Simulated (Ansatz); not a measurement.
The cluster SiC₂⁻. Charge -1, multiplicity 2. Geometry PBE-D4/def2-TZVP, that of the neutral singlet; atoms count from 1.

| atom | x (Å) | y (Å) | z (Å) |
| --- | --- | --- | --- |
| Si1 | 0.795 | -0.238 | -0.808 |
| C2 | -0.337 | -0.470 | 0.638 |
| C3 | -0.459 | 0.709 | 0.170 |

The highest occupied level of the charge -1 doublet lies above zero (up to 0.65 eV). By energy differences its removal costs 1.38 eV (vertical, to the charge 0 singlet, at PBE0-D4/def2-TZVPD); a positive level beside a positive removal energy at the same level points to self-interaction error. The structure comes from a short search, and lower isomers may exist.

Q: Estimate the Mulliken populations from the PBE0/def2-TZVPD orbitals of Ansatz.

A: 
```
atom  charge (e)  spin (α − β)
 Si1       -0.27          0.77
  C2       -0.36          0.12
  C3       -0.36          0.11
```
Mulliken values and Mayer orders depend strongly on the basis. With diffuse functions, as here, like atoms can get unlike values, and bond orders can come out too low or too high.

Q: Where does the spin sit?

A: Summed by element: Si 0.77, C 0.23, of 1 unpaired in all. Largest on single atoms: Si1 0.77, C2 0.12, C3 0.11.

Q: And the Mayer bond orders between bonded heavy atoms (over 0.3)?

A: Si1–C2 1.02 (1.85 Å); Si1–C3 1.02 (1.85 Å); C2–C3 1.97 (1.27 Å).
